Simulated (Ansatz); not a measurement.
**BSiH2 (sextet): the correlation ladder, 6-31G**

Aim: climb from Hartree-Fock through coupled cluster and multireference methods for BSiH2 (sextet) at one geometry and basis, and see what each rung misses.

Method: 6-31G, core rule «outside noble gas», up to 6 orbitals frozen; program: Ansatz 0.2.0, Gaussian basis.

The runs, in order: UHF; CCSD(T) on ROHF; CCSD(T) on UHF; BCCD(T) on ROHF; CISD; CCSDT(Q) on ROHF; CCSDT(Q) on UHF; CISDTQ; CCSDTQ on ROHF; CCSDTQ on UHF; CASSCF and MRCISD+Q, 9 electrons in 10 orbitals; CASSCF and NEVPT2, 9 electrons in 10 orbitals; Full CI.

3 further runs of the same task are left out: 3 set aside as unsound or not needed.

## 1. What is computed

The geometry is a PBE0/def2-TZVP stationary point (not a proven minimum) of the parent state, kept for this charge and spin.

4 atoms, charge 0, spin multiplicity 6.

Atoms are counted from 1 here; the program's logs count them from 0.

Bond lengths: Si1–B2 1.915 Å, Si1–H3 1.512 Å, B2–H4 1.193 Å. Angles: B2–Si1–H3 126.7°, Si1–B2–H4 134.2°.

## 2. UHF

Input file in.yaml:

```yaml
crystal:
  periodic: [false, false, false]
  atoms:
    - {symbol: Si, position_ang: [0.000000, -0.047060, 0.551810]}
    - {symbol: B, position_ang: [0.000000, -0.060513, -1.363344]}
    - {symbol: H, position_ang: [0.000000, 1.171072, 1.447364]}
    - {symbol: H, position_ang: [0.000000, 0.789266, -2.200146]}
basis:
  gaussian: {orbitals: 6-31G}
magnetization: {spin_polarized: true, initial_magnetization: 5}
hamiltonian: {xc: hf}
output: {orbitals: {seedname: orbitals}}
```

Command:

```bash
$ ansatz run in.yaml --threads 1 --pin off --events-out ev --progress --plain --max-ram 4096MiB --backend cpu
```

The runs that follow: CCSD(T) on ROHF; CCSD(T) on UHF; BCCD(T) on ROHF; CISD; CCSDT(Q) on ROHF; CCSDT(Q) on UHF; CISDTQ; CCSDTQ on ROHF; CCSDTQ on UHF; CASSCF and MRCISD+Q, 9 electrons in 10 orbitals; CASSCF and NEVPT2, 9 electrons in 10 orbitals; Full CI.

Before running them: what should the planned runs give, taken together? Wanted: FCI below the RHF energy; RMP2 from FCI; UMP2 from FCI; RCCSD from FCI; RCCSD(T) from FCI; UCCSD(T) from FCI; RCCSDT(Q) from FCI; UCCSDT(Q) from FCI; NEVPT2 valence from FCI.

**Answer**, as computed:

```
                         quantity                                                                                                                          value
         FCI below the RHF energy                                                                                                                     -2.3554 eV
                    RMP2 from FCI                                                                                                                   +74.3 kJ/mol
                    UMP2 from FCI                                                                                                                   +73.9 kJ/mol
                   RCCSD from FCI                                                                                                                    +6.9 kJ/mol
                RCCSD(T) from FCI                                                                                                                    +2.3 kJ/mol
                UCCSD(T) from FCI                                                                                                                    +2.2 kJ/mol
               RCCSDT(Q) from FCI                                                                                                                     0.0 kJ/mol
               UCCSDT(Q) from FCI                                                                                                                     0.0 kJ/mol
          NEVPT2 valence from FCI                                                                                                                   +26.8 kJ/mol
        MRCISD+Q valence from FCI                                                                                                                    +1.2 kJ/mol
levels within 1 kcal/mol (43 meV)  RCCSD(T), UCCSD(T), BCCD(T), RCCSDT, UCCSDT, CISDTQ, RCCSDT(Q), UCCSDT(Q), RCCSDTQ, UCCSDTQ, MRCISD valence, MRCISD+Q valence
                    T1 diagnostic                                                                                                                          0.028
   effectively unpaired electrons                                                                                                                           5.03
```

**Reading.** RCCSD(T) misses by +2.3 kJ/mol, 1.0 % of the correlation energy. One determinant dominates. Of the multireference levels listed MRCISD+Q valence comes nearest in total energy (+1.2 kJ/mol), which doesn't show that its space is the better one. These misses are within one basis, not against nature; the frozen cores of restricted and unrestricted runs differ, which can shift their rows.
